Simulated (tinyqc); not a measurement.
UHF in the sto-3g basis, for CH3, spin multiplicity 2, step by step (part 3 of 3). Computed by tinyqc, a small Python program that keeps every step (integrals from PySCF). Command: `OMP_NUM_THREADS=1 python tinyqc.py 25444 25445 out.jsonl` (the two numbers bound the seeds that draw the settings). One thread of a shared host (Intel(R) Xeon(R) Processor @ 2.60GHz), about 0.1 s of CPU time with the checks.

Geometry (angstrom):

| atom | x | y | z |
|---|---|---|---|
| C | 0.0000 | 0.0000 | 0.1000 |
| H | 1.0740 | 0.0000 | 0.0000 |
| H | -0.5370 | 0.9300 | 0.0000 |
| H | -0.5370 | -0.9300 | 0.0000 |

## Iteration 2: diagonalisation and new density

F(alpha) (hartree):
```
           1C 1s    1C 2s   1C 2px   1C 2py   1C 2pz    2H 1s    3H 1s    4H 1s
1C 1s   -10.2943  -2.8319   0.0000   0.0000   0.0001  -0.7438  -0.7440  -0.7440
1C 2s    -2.8319  -1.3169   0.0000   0.0000   0.0031  -0.6235  -0.6236  -0.6236
1C 2px    0.0000   0.0000  -0.0841   0.0000   0.0000  -0.3109   0.1555   0.1555
1C 2py    0.0000   0.0000   0.0000  -0.0841   0.0000   0.0000  -0.2692   0.2692
1C 2pz    0.0001   0.0031   0.0000   0.0000  -0.0579   0.0322   0.0322   0.0322
2H 1s    -0.7438  -0.6235  -0.3109   0.0000   0.0322  -0.2909  -0.2050  -0.2050
3H 1s    -0.7440  -0.6236   0.1555  -0.2692   0.0322  -0.2050  -0.2910  -0.2051
4H 1s    -0.7440  -0.6236   0.1555   0.2692   0.0322  -0.2050  -0.2051  -0.2910
```

F(beta) (hartree):
```
           1C 1s    1C 2s   1C 2px   1C 2py  1C 2pz    2H 1s    3H 1s    4H 1s
1C 1s   -10.2711  -2.8013   0.0000   0.0000  0.0017  -0.7354  -0.7355  -0.7355
1C 2s    -2.8013  -1.1578   0.0000   0.0000  0.0948  -0.5772  -0.5773  -0.5773
1C 2px    0.0000   0.0000  -0.0383   0.0000  0.0000  -0.3011   0.1506   0.1506
1C 2py    0.0000   0.0000   0.0000  -0.0383  0.0000   0.0000  -0.2608   0.2608
1C 2pz    0.0017   0.0948   0.0000   0.0000  0.6102   0.0438   0.0438   0.0438
2H 1s    -0.7354  -0.5772  -0.3011   0.0000  0.0438  -0.2808  -0.1930  -0.1930
3H 1s    -0.7355  -0.5773   0.1506  -0.2608  0.0438  -0.1930  -0.2809  -0.1931
4H 1s    -0.7355  -0.5773   0.1506   0.2608  0.0438  -0.1930  -0.1931  -0.2809
```

X:
```
              1        2        3        4        5        6        7        8
1C 1s   -0.3245   0.0000  -0.0001   0.8946   0.3987   0.0000   0.0000   0.1535
1C 2s    1.5257   0.0000   0.0005  -0.0503   0.0663   0.0000   0.0001   0.4414
1C 2px  -0.0005   0.0000   1.1221   0.0000   0.0000   0.0000   0.6125   0.0000
1C 2py   0.0000   1.1221   0.0000   0.0000   0.0000   0.6125   0.0000   0.0000
1C 2pz  -0.1245   0.0000   0.0000  -0.4239   0.9023   0.0000   0.0000  -0.0357
2H 1s   -0.7101   0.0000  -1.0432  -0.1474  -0.0659   0.0000   0.4393   0.2946
3H 1s   -0.7108  -0.9033   0.5212  -0.1474  -0.0659   0.3804  -0.2196   0.2947
4H 1s   -0.7108   0.9033   0.5212  -0.1474  -0.0659  -0.3804  -0.2196   0.2947
```

D(alpha) after iteration 1:
```
          1C 1s    1C 2s   1C 2px   1C 2py   1C 2pz    2H 1s    3H 1s    4H 1s
1C 1s    1.0559  -0.2292   0.0000   0.0000  -0.0099  -0.0068  -0.0068  -0.0068
1C 2s   -0.2292   0.9997   0.0000   0.0000   0.0451  -0.0285  -0.0286  -0.0286
1C 2px   0.0000   0.0000   0.7829   0.0000   0.0000   0.0024  -0.0012  -0.0012
1C 2py   0.0000   0.0000   0.0000   0.7829   0.0000   0.0000   0.0021  -0.0021
1C 2pz  -0.0099   0.0451   0.0000   0.0000   0.9907  -0.0165  -0.0165  -0.0165
2H 1s   -0.0068  -0.0285   0.0024   0.0000  -0.0165   0.2063  -0.0450  -0.0450
3H 1s   -0.0068  -0.0286  -0.0012   0.0021  -0.0165  -0.0450   0.2063  -0.0450
4H 1s   -0.0068  -0.0286  -0.0012  -0.0021  -0.0165  -0.0450  -0.0450   0.2063
```

D(beta) after iteration 1:
```
          1C 1s    1C 2s   1C 2px   1C 2py   1C 2pz    2H 1s    3H 1s    4H 1s
1C 1s    1.0519  -0.2114   0.0000   0.0000   0.0256  -0.0098  -0.0098  -0.0098
1C 2s   -0.2114   0.9235   0.0000   0.0000  -0.1082  -0.0223  -0.0224  -0.0224
1C 2px   0.0000   0.0000   0.7717   0.0000   0.0000   0.0011  -0.0005  -0.0005
1C 2py   0.0000   0.0000   0.0000   0.7717   0.0000   0.0000   0.0009  -0.0009
1C 2pz   0.0256  -0.1082   0.0000   0.0000   0.0127   0.0030   0.0031   0.0031
2H 1s   -0.0098  -0.0223   0.0011   0.0000   0.0030   0.2260  -0.0406  -0.0406
3H 1s   -0.0098  -0.0224  -0.0005   0.0009   0.0031  -0.0406   0.2260  -0.0406
4H 1s   -0.0098  -0.0224  -0.0005  -0.0009   0.0031  -0.0406  -0.0406   0.2260
```

overlap S:
```
         1C 1s   1C 2s   1C 2px   1C 2py   1C 2pz    2H 1s    3H 1s    4H 1s
1C 1s   1.0000  0.2484   0.0000   0.0000   0.0000   0.0639   0.0640   0.0640
1C 2s   0.2484  1.0000   0.0000   0.0000   0.0000   0.4973   0.4974   0.4974
1C 2px  0.0000  0.0000   1.0000   0.0000   0.0000   0.4691  -0.2346  -0.2346
1C 2py  0.0000  0.0000   0.0000   1.0000   0.0000   0.0000   0.4063  -0.4063
1C 2pz  0.0000  0.0000   0.0000   0.0000   1.0000  -0.0437  -0.0437  -0.0437
2H 1s   0.0639  0.4973   0.4691   0.0000  -0.0437   1.0000   0.1493   0.1493
3H 1s   0.0640  0.4974  -0.2346   0.4063  -0.0437   0.1493   1.0000   0.1494
4H 1s   0.0640  0.4974  -0.2346  -0.4063  -0.0437   0.1493   0.1494   1.0000
```

Diagonalise F' = X^T F X, C = X C', fill 5 alpha and 4 beta electrons from the bottom; D(s) = C_occ C_occ^T; the new density keeps 0.5 of the old one (damping). Each column has its largest component positive (the first on a tie).

F' = X^T F X (alpha) (hartree):
```
         1       2        3        4        5        6        7        8
1   0.6345  0.0000  -0.0002   0.6491   0.2485   0.0000   0.0000   0.0094
2   0.0000  0.8455   0.0000   0.0000   0.0000   0.0693   0.0000   0.0000
3  -0.0002  0.0000   0.8455   0.0004   0.0002   0.0000   0.0692   0.0001
4   0.6491  0.0000   0.0004  -7.4709  -3.5122   0.0000  -0.0003  -2.7915
5   0.2485  0.0000   0.0002  -3.5122  -1.7253   0.0000  -0.0002  -1.3477
6   0.0000  0.0693   0.0000   0.0000   0.0000  -0.3073   0.0000   0.0000
7   0.0000  0.0000   0.0692  -0.0003  -0.0002   0.0000  -0.3073  -0.0001
8   0.0094  0.0000   0.0001  -2.7915  -1.3477   0.0000  -0.0001  -1.7567
```

orbital energies (alpha) (hartree): MO1 -10.3040, MO2 -0.6676, MO3 -0.3115, MO4 -0.3115, MO5 -0.0623, MO6 0.7156, MO7 0.8496, MO8 0.8496

coefficients C (alpha):
```
            MO1      MO2      MO3      MO4      MO5      MO6      MO7      MO8
1C 1s    0.9905  -0.2327   0.0000   0.0000  -0.0266  -0.2286   0.0001   0.0000
1C 2s    0.0432   0.6773   0.0001   0.0000   0.1400   1.4316  -0.0009   0.0000
1C 2px   0.0000   0.0000   0.5443   0.0000   0.0000   0.0006   1.1567   0.0000
1C 2py   0.0000   0.0000   0.0000   0.5443   0.0000   0.0000   0.0000   1.1567
1C 2pz  -0.0011  -0.0065   0.0000   0.0000   0.9889  -0.1806   0.0001   0.0000
2H 1s   -0.0087   0.2065   0.5008   0.0000  -0.0549  -0.7568  -1.0144   0.0000
3H 1s   -0.0087   0.2065  -0.2504   0.4337  -0.0549  -0.7561   0.5079  -0.8789
4H 1s   -0.0087   0.2065  -0.2504  -0.4337  -0.0549  -0.7561   0.5079   0.8789
```

F' = X^T F X (beta) (hartree):
```
         1       2        3        4        5        6        7        8
1   0.7208  0.0000  -0.0001   0.6295   0.2851   0.0000   0.0000   0.1030
2   0.0000  0.8658   0.0000   0.0000   0.0000   0.0999   0.0000   0.0000
3  -0.0001  0.0000   0.8658   0.0004   0.0002   0.0000   0.0999   0.0001
4   0.6295  0.0000   0.0004  -7.3300  -3.7710   0.0000  -0.0003  -2.8006
5   0.2851  0.0000   0.0002  -3.7710  -1.1695   0.0000  -0.0001  -1.3122
6   0.0000  0.0999   0.0000   0.0000   0.0000  -0.2829   0.0000   0.0000
7   0.0000  0.0000   0.0999  -0.0003  -0.0001   0.0000  -0.2829  -0.0001
8   0.1030  0.0000   0.0001  -2.8006  -1.3122   0.0000  -0.0001  -1.6764
```

orbital energies (beta) (hartree): MO1 -10.2789, MO2 -0.5733, MO3 -0.2915, MO4 -0.2915, MO5 0.6184, MO6 0.7788, MO7 0.8744, MO8 0.8744

coefficients C (beta):
```
            MO1      MO2      MO3      MO4      MO5      MO6      MO7      MO8
1C 1s    0.9915  -0.2132   0.0000   0.0000  -0.0451  -0.2399   0.0002   0.0000
1C 2s    0.0385   0.5746   0.0001   0.0000   0.2103   1.4676  -0.0012   0.0000
1C 2px   0.0000  -0.0001   0.5137   0.0000   0.0000   0.0008   1.1706   0.0000
1C 2py   0.0000   0.0000   0.0000   0.5137   0.0000   0.0000   0.0000   1.1706
1C 2pz  -0.0014  -0.0580   0.0000   0.0000   0.9829  -0.2030   0.0002   0.0000
2H 1s   -0.0077   0.2572   0.5274   0.0000  -0.0554  -0.7413  -1.0007   0.0000
3H 1s   -0.0077   0.2573  -0.2636   0.4567  -0.0554  -0.7402   0.5013  -0.8672
4H 1s   -0.0077   0.2573  -0.2636  -0.4567  -0.0554  -0.7402   0.5013   0.8672
```

D(alpha) after iteration 2:
```
          1C 1s    1C 2s   1C 2px   1C 2py   1C 2pz    2H 1s    3H 1s    4H 1s
1C 1s    1.0459  -0.1739   0.0000   0.0000  -0.0179  -0.0310  -0.0310  -0.0310
1C 2s   -0.1739   0.7399   0.0000   0.0000   0.0895   0.0516   0.0516   0.0516
1C 2px   0.0000   0.0000   0.5396   0.0000   0.0000   0.1375  -0.0687  -0.0687
1C 2py   0.0000   0.0000   0.0000   0.5396   0.0000   0.0000   0.1191  -0.1191
1C 2pz  -0.0179   0.0895   0.0000   0.0000   0.9844  -0.0361  -0.0361  -0.0361
2H 1s   -0.0310   0.0516   0.1375   0.0000  -0.0361   0.2514  -0.0623  -0.0623
3H 1s   -0.0310   0.0516  -0.0687   0.1191  -0.0361  -0.0623   0.2514  -0.0623
4H 1s   -0.0310   0.0516  -0.0687  -0.1191  -0.0361  -0.0623  -0.0623   0.2514
```

D(beta) after iteration 2:
```
          1C 1s    1C 2s   1C 2px   1C 2py   1C 2pz    2H 1s    3H 1s    4H 1s
1C 1s    1.0402  -0.1478   0.0000   0.0000   0.0183  -0.0362  -0.0362  -0.0362
1C 2s   -0.1478   0.6276   0.0000   0.0000  -0.0708   0.0626   0.0626   0.0626
1C 2px   0.0000   0.0000   0.5178   0.0000   0.0000   0.1360  -0.0680  -0.0680
1C 2py   0.0000   0.0000   0.0000   0.5178   0.0000   0.0000   0.1178  -0.1178
1C 2pz   0.0183  -0.0708   0.0000   0.0000   0.0080  -0.0059  -0.0059  -0.0059
2H 1s   -0.0362   0.0626   0.1360   0.0000  -0.0059   0.2852  -0.0567  -0.0567
3H 1s   -0.0362   0.0626  -0.0680   0.1178  -0.0059  -0.0567   0.2852  -0.0567
4H 1s   -0.0362   0.0626  -0.0680  -0.1178  -0.0059  -0.0567  -0.0567   0.2852
```

Within a degenerate level the vectors are fixed only up to a rotation; this is one choice.

## Iteration 44 (converged): orbitals

converged F(alpha) (hartree):
```
           1C 1s    1C 2s   1C 2px   1C 2py   1C 2pz    2H 1s    3H 1s    4H 1s
1C 1s   -11.0001  -2.9795   0.0000   0.0000   0.0023  -0.7808  -0.7810  -0.7810
1C 2s    -2.9795  -1.5760   0.0000   0.0000   0.0001  -0.7527  -0.7528  -0.7528
1C 2px    0.0000   0.0000  -0.3160   0.0000   0.0000  -0.4370   0.2185   0.2185
1C 2py    0.0000   0.0000   0.0000  -0.3160   0.0000   0.0000  -0.3785   0.3785
1C 2pz    0.0023   0.0001   0.0000   0.0000  -0.3562   0.0453   0.0453   0.0453
2H 1s    -0.7808  -0.7527  -0.4370   0.0000   0.0453  -0.4653  -0.2369  -0.2369
3H 1s    -0.7810  -0.7528   0.2185  -0.3785   0.0453  -0.2369  -0.4654  -0.2369
4H 1s    -0.7810  -0.7528   0.2185   0.3785   0.0453  -0.2369  -0.2369  -0.4654
```

converged F(beta) (hartree):
```
           1C 1s    1C 2s   1C 2px   1C 2py  1C 2pz    2H 1s    3H 1s    4H 1s
1C 1s   -10.9704  -2.9458   0.0000   0.0000  0.0026  -0.7713  -0.7714  -0.7714
1C 2s    -2.9458  -1.3854   0.0000   0.0000  0.0692  -0.7045  -0.7046  -0.7046
1C 2px    0.0000   0.0000  -0.2394   0.0000  0.0000  -0.4298   0.2149   0.2149
1C 2py    0.0000   0.0000   0.0000  -0.2394  0.0000   0.0000  -0.3722   0.3722
1C 2pz    0.0026   0.0692   0.0000   0.0000  0.3273   0.0443   0.0443   0.0443
2H 1s    -0.7713  -0.7045  -0.4298   0.0000  0.0443  -0.4859  -0.2263  -0.2263
3H 1s    -0.7714  -0.7046   0.2149  -0.3722  0.0443  -0.2263  -0.4860  -0.2264
4H 1s    -0.7714  -0.7046   0.2149   0.3722  0.0443  -0.2263  -0.2264  -0.4860
```

Diagonalise F' = X^T F X, C = X C', fill 5 alpha and 4 beta electrons from the bottom; D(s) = C_occ C_occ^T. Each column has its largest component positive (the first on a tie).

F' = X^T F X (alpha) (hartree):
```
         1       2        3        4        5        6        7        8
1   0.5355  0.0000  -0.0002   0.7324   0.2837   0.0000   0.0000  -0.0252
2   0.0000  0.7636   0.0000   0.0000   0.0000   0.0355   0.0000   0.0000
3  -0.0002  0.0000   0.7636   0.0004   0.0002   0.0000   0.0354   0.0000
4   0.7324  0.0000   0.0004  -8.0656  -3.6486   0.0000  -0.0003  -2.9135
5   0.2837  0.0000   0.0002  -3.6486  -2.0866   0.0000  -0.0002  -1.4010
6   0.0000  0.0355   0.0000   0.0000   0.0000  -0.5374   0.0000   0.0000
7   0.0000  0.0000   0.0354  -0.0003  -0.0002   0.0000  -0.5374  -0.0001
8  -0.0252  0.0000   0.0000  -2.9135  -1.4010   0.0000  -0.0001  -2.0178
```

orbital energies (alpha) (hartree): MO1 -11.0075, MO2 -0.9072, MO3 -0.5384, MO4 -0.5384, MO5 -0.3604, MO6 0.6405, MO7 0.7645, MO8 0.7646

coefficients C (alpha):
```
            MO1      MO2      MO3      MO4      MO5      MO6      MO7      MO8
1C 1s    0.9919  -0.2347   0.0000   0.0000  -0.0220  -0.2207   0.0001   0.0000
1C 2s    0.0369   0.7117   0.0000   0.0001   0.1186   1.4169  -0.0009   0.0000
1C 2px   0.0000   0.0000   0.0000   0.5817   0.0000   0.0006   1.1384   0.0000
1C 2py   0.0000   0.0000   0.5817   0.0000   0.0000   0.0000   0.0000   1.1384
1C 2pz  -0.0011  -0.0050   0.0000   0.0000   0.9911  -0.1684   0.0001   0.0000
2H 1s   -0.0074   0.1883   0.0000   0.4675  -0.0468  -0.7622  -1.0301   0.0000
3H 1s   -0.0074   0.1883   0.4049  -0.2337  -0.0468  -0.7614   0.5158  -0.8926
4H 1s   -0.0074   0.1883  -0.4049  -0.2337  -0.0468  -0.7614   0.5158   0.8926
```

F' = X^T F X (beta) (hartree):
```
         1       2        3        4        5        6        7        8
1   0.6337  0.0000  -0.0001   0.7025   0.3098   0.0000   0.0000   0.1137
2   0.0000  0.7840   0.0000   0.0000   0.0000   0.1079   0.0000   0.0000
3  -0.0001  0.0000   0.7840   0.0004   0.0002   0.0000   0.1079   0.0001
4   0.7025  0.0000   0.0004  -7.9247  -3.9075   0.0000  -0.0003  -2.9074
5   0.3098  0.0000   0.0002  -3.9075  -1.5167   0.0000  -0.0002  -1.3812
6   0.0000  0.1079   0.0000   0.0000   0.0000  -0.5119   0.0000   0.0000
7   0.0000  0.0000   0.1079  -0.0003  -0.0002   0.0000  -0.5119  -0.0001
8   0.1137  0.0000   0.0001  -2.9074  -1.3812   0.0000  -0.0001  -1.9364
```

orbital energies (beta) (hartree): MO1 -10.9762, MO2 -0.7994, MO3 -0.5208, MO4 -0.5208, MO5 0.3314, MO6 0.7001, MO7 0.7929, MO8 0.7930

coefficients C (beta):
```
            MO1      MO2      MO3      MO4      MO5      MO6      MO7      MO8
1C 1s    0.9929  -0.2102   0.0000   0.0000  -0.0341  -0.2385   0.0002   0.0000
1C 2s    0.0322   0.5753   0.0000   0.0001   0.1584   1.4739  -0.0012   0.0000
1C 2px   0.0000   0.0000   0.0000   0.5179   0.0000   0.0008   1.1687   0.0000
1C 2py   0.0000   0.0000   0.5179   0.0000   0.0000   0.0000   0.0000   1.1688
1C 2pz  -0.0012  -0.0412   0.0000   0.0000   0.9891  -0.1747   0.0001   0.0000
2H 1s   -0.0064   0.2577   0.0000   0.5237  -0.0384  -0.7422  -1.0026   0.0000
3H 1s   -0.0064   0.2578   0.4536  -0.2618  -0.0384  -0.7412   0.5022  -0.8688
4H 1s   -0.0064   0.2578  -0.4536  -0.2618  -0.0384  -0.7412   0.5022   0.8688
```

D(alpha) after iteration 44:
```
          1C 1s    1C 2s   1C 2px   1C 2py   1C 2pz    2H 1s    3H 1s    4H 1s
1C 1s    1.0394  -0.1330   0.0000   0.0000  -0.0218  -0.0505  -0.0505  -0.0505
1C 2s   -0.1330   0.5219   0.0000   0.0000   0.1140   0.1282   0.1282   0.1282
1C 2px   0.0000   0.0000   0.3384   0.0000   0.0000   0.2719  -0.1360  -0.1360
1C 2py   0.0000   0.0000   0.0000   0.3384   0.0000   0.0000   0.2355  -0.2355
1C 2pz  -0.0218   0.1140   0.0000   0.0000   0.9823  -0.0473  -0.0473  -0.0473
2H 1s   -0.0505   0.1282   0.2719   0.0000  -0.0473   0.2563  -0.0716  -0.0716
3H 1s   -0.0505   0.1282  -0.1360   0.2355  -0.0473  -0.0716   0.2563  -0.0716
4H 1s   -0.0505   0.1282  -0.1360  -0.2355  -0.0473  -0.0716  -0.0716   0.2563
```

D(beta) after iteration 44:
```
          1C 1s    1C 2s   1C 2px   1C 2py   1C 2pz    2H 1s    3H 1s    4H 1s
1C 1s    1.0301  -0.0889   0.0000   0.0000   0.0075  -0.0605  -0.0605  -0.0605
1C 2s   -0.0889   0.3320   0.0000   0.0000  -0.0238   0.1481   0.1481   0.1481
1C 2px   0.0000   0.0000   0.2683   0.0000   0.0000   0.2713  -0.1356  -0.1356
1C 2py   0.0000   0.0000   0.0000   0.2683   0.0000   0.0000   0.2349  -0.2349
1C 2pz   0.0075  -0.0238   0.0000   0.0000   0.0017  -0.0106  -0.0106  -0.0106
2H 1s   -0.0605   0.1481   0.2713   0.0000  -0.0106   0.3408  -0.0707  -0.0707
3H 1s   -0.0605   0.1481  -0.1356   0.2349  -0.0106  -0.0707   0.3407  -0.0707
4H 1s   -0.0605   0.1481  -0.1356  -0.2349  -0.0106  -0.0707  -0.0707   0.3407
```

Within a degenerate level the vectors are fixed only up to a rotation; this is one choice.

## Convergence

Stop when the energy changes by less than 1e-10 hartree and every element of the error matrix X^T (F D S - S D F) X (for each spin) is below 3e-06.

Course of the cycle:

| iteration | E (hartree) | change | largest element of the error matrix |
|---|---|---|---|
| 1 | -36.598340 | - | 5.09e-01 |
| 2 | -37.794551 | -1.20e+00 | 2.74e-01 |
| 3 | -38.423297 | -6.29e-01 | 1.38e-01 |
| 4 | -38.746550 | -3.23e-01 | 7.14e-02 |
| 5 | -38.910671 | -1.64e-01 | 3.79e-02 |
| 6 | -38.993442 | -8.28e-02 | 2.08e-02 |
| 7 | -39.035042 | -4.16e-02 | 1.19e-02 |
| 8 | -39.055916 | -2.09e-02 | 7.20e-03 |
| 9 | -39.066384 | -1.05e-02 | 4.61e-03 |
| 10 | -39.071633 | -5.25e-03 | 3.13e-03 |
| 11 | -39.074267 | -2.63e-03 | 2.23e-03 |
| 12 | -39.075589 | -1.32e-03 | 1.65e-03 |
| 13 | -39.076254 | -6.65e-04 | 1.26e-03 |
| 14 | -39.076589 | -3.35e-04 | 9.86e-04 |
| ... | ... | ... | ... |
| 31 | -39.076934 | -1.23e-08 | 3.34e-05 |
| 32 | -39.076934 | -7.81e-09 | 2.74e-05 |
| 33 | -39.076934 | -5.01e-09 | 2.24e-05 |
| 34 | -39.076934 | -3.25e-09 | 1.84e-05 |
| 35 | -39.076934 | -2.12e-09 | 1.50e-05 |
| 36 | -39.076934 | -1.39e-09 | 1.23e-05 |
| 37 | -39.076934 | -9.20e-10 | 1.01e-05 |
| 38 | -39.076934 | -6.09e-10 | 8.27e-06 |
| 39 | -39.076934 | -4.05e-10 | 6.77e-06 |
| 40 | -39.076934 | -2.69e-10 | 5.55e-06 |
| 41 | -39.076934 | -1.80e-10 | 4.54e-06 |
| 42 | -39.076934 | -1.20e-10 | 3.72e-06 |
| 43 | -39.076934 | -8.00e-11 | 3.05e-06 |
| 44 | -39.076934 | -5.35e-11 | 2.49e-06 |

PySCF UHF in the same basis, after a stability check = -39.076934 hartree

Converged in 44 iterations.

## Populations, bond orders and dipole

Mulliken: Z minus the diagonal of D S on the atom; Loewdin: the same with S^(1/2) D S^(1/2); Mayer order: 2 sum_s sum (D(s) S)_ij (D(s) S)_ji over the two atoms.

Charges (e):

| atom | Mulliken | Loewdin | Mulliken spin |
|---|---|---|---|
| 1C | -0.1734 | -0.0905 | 1.2762 |
| 2H | 0.0578 | 0.0302 | -0.0921 |
| 3H | 0.0578 | 0.0302 | -0.0920 |
| 4H | 0.0578 | 0.0302 | -0.0920 |

Mayer bond orders:

| pair | order |
|---|---|
| 2-1 | 0.9778 |
| 3-1 | 0.9778 |
| 3-2 | 0.0052 |
| 4-1 | 0.9778 |
| 4-2 | 0.0052 |
| 4-3 | 0.0052 |

dipole moment about the origin, x y z (debye): 0.0000  0.0000  -0.1189

<S^2> of the determinant (pure state: 0.75) = 0.7641
